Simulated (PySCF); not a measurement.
## Property card for `C=CC` (propene)

Propene, C3H6.
Cartesian coordinates in Å at the GFN2-xTB level; atoms count from 1:
```xyz
9
C3H6 angstrom
C      1.3422    0.0806   -0.2630
C      0.2829   -0.1074    0.5006
C     -1.1301   -0.0024    0.0336
H      1.2498    0.3305   -1.3076
H      2.3460   -0.0053    0.1176
H      0.4044   -0.3565    1.5473
H     -1.6570    0.7635    0.6022
H     -1.1756    0.2500   -1.0227
H     -1.6490   -0.9471    0.1941
```

**GFN2-xTB geometry**

| Quantity | Value |
| --- | --- |
| Point group of the GFN2-xTB geometry | Cs |
| Rotational constants A, B, C of the GFN2-xTB geometry | 47.148, 9.462, 8.283 GHz |

**wB97X-D/def2-SVPD ground state and vertical TDDFT (core frozen in the response) (PySCF)**

| Item | Value |
| --- | --- |
| Dipole moment | 0.40 D |
| HOMO energy | -9.29 eV |
| LUMO energy | 2.33 eV |
| HOMO–LUMO gap | 11.62 eV |
| Lowest singlet excitation | 7.51 eV (165 nm, f = 0.035) |
| Strongest line among the 8 lowest singlet transitions | S2 at 7.66 eV (162 nm, f = 0.419) |
| Lowest triplet excitation (Tamm–Dancoff) | 4.64 eV |
| Static isotropic polarisability | 38.8 au |
| Electronic spatial extent ⟨r²⟩ about the centre of nuclear charge | 195 bohr² |

**PBE0/pcSseg-1 ground state and GIAO shieldings, non-relativistic (PySCF)**

| Property | Result |
| --- | --- |
| Lowest Hirshfeld atomic charge | -0.12 e on C3 |
| Highest Hirshfeld atomic charge | +0.05 e on H7/H8/H9 |
| 13C chemical shifts (computed TMS as zero) by class | 142.9 (C2), 121.7 (C1), 23.7 (C3) ppm |
| 1H chemical shifts (computed TMS as zero) by class | 6.16 (H6), 5.41 (H4), 5.24 (H5), 1.87 (H7/H8/H9) ppm |
| Mayer bond orders between heavy atoms | C1–C2 2.00, C2–C3 1.05 |

**B3LYP/pcJ-1 indirect spin-spin coupling, non-relativistic, gas phase (PySCF)**

| Property | Result |
| --- | --- |
| Largest of the computed one-bond spin–spin couplings (means over like bonds) | 13C–1H +163.4 (C1–H5), 13C–1H +160.7 (C1–H4), 13C–1H +157.5 (C2–H6), 13C–1H +132.2 (C3–H7 and 2 like it), 13C–13C +82.8 (C1–C2), 13C–13C +43.5 (C2–C3) Hz |

Monoisotopic mass from the formula: 42.0470 u.

A dipole of 0.40 D is allowed in Cs, and pure rotational transitions are dipole-allowed. The vertical singlet–triplet gap S1 − T1 is 2.87 eV (TDDFT singlet less Tamm–Dancoff triplet; S1: HOMO→LUMO+1, weight 0.89; T1: HOMO→LUMO, weight 0.96). The largest Löwdin shares of the HOMO are 0.40 on C1, 0.36 on C2 and 0.09 on C3. The principal polarisabilities are 30.8, 35.9 and 49.7 au; their mean is the isotropic value. With B = h/(8π²I), that is 505.379 GHz u Å² over I, the principal moments of inertia are 10.7, 53.4 and 61.0 u Å² (most abundant isotopes). The rotational constants make it an asymmetric top with κ = (2B − A − C)/(A − C) = -0.94, nearer the prolate limit (−1). No computed singlet falls in the visible range (750 to 380 nm, 1.65 to 3.26 eV); S1 lies 4.25 eV above its blue end. The polarisability is 5.75 Å³ as a volume (1 au = 0.148185 Å³), or 1.62 au for each of the 24 electrons.

Geometry: GFN2-xTB; no solvent or vibrations. NMR classes are plain means over equivalent atoms (diastereotopic ones count apart unless rotation or inversion swaps them), as if these changed places fast; in this geometry the members of some classes differ.
